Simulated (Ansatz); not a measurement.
**CCSD(T) against full CI for several species**

Each species is computed at the geometry given (Å), with frozen cores, in Ansatz 0.2.0: RHF-CCSD(T) for singlets, UHF-CCSD(T) otherwise, and full CI in the same basis. The program picks the determinant by trial CCSD, so it needn't be the lowest Hartree–Fock solution. States: BH2 A1, H2Si–B⁺ A', GeH2 A1. Cases whose determinant has another symmetry than full CI's state, or whose (Q) step broke down, weren't drawn. No relativity is included.

Question: Judging by size, spin and bonding, rank them by the size of CCSD(T)'s error in total energy against full CI in the same basis, smallest first (an estimate).
A. BH2, doublet, aug-cc-pVTZ: B 0.000 -0.080 0.000; H 0.000 0.429 -1.077; H 0.000 0.429 1.077
B. GeH₂, singlet, cc-pVTZ: Ge 0.000 -0.030 0.000; H 0.000 1.091 -1.133; H 0.000 1.091 1.133
C. H$_{2}$Si–B⁺, triplet, 6-31G: Si -0.085 0.000 0.494; B 0.088 0.000 -1.452; H 0.710 -1.207 0.900; H 0.710 1.207 0.900

Answer: A (12.8 meV), B (21.3 meV), C (28.2 meV).

| species | basis | correlated electrons | CCSD(T) − full CI (meV) | CCSDT(Q) − full CI (meV) | unpaired electrons (full CI) | T1 | ⟨S²⟩ of the determinant |
| --- | --- | --- | --- | --- | --- | --- | --- |
| BH2, doublet | aug-cc-pVTZ | 5 | 12.8 | -0.3 | 1.02 | 0.010 | 0.75 |
| GeH2, singlet | cc-pVTZ | 6 | 21.3 | 0.6 | 0.08 | 0.013 | 0.00 |
| H2Si–B⁺, triplet | 6-31G | 8 | 28.2 | -0.5 | 2.06 | 0.033 | 2.02 |

Unpaired electrons are Σ n²(2−n)² over natural occupations; an open shell counts its own unpaired electrons too. Frozen cores follow each run's orbitals, which moves totals by a few meV.
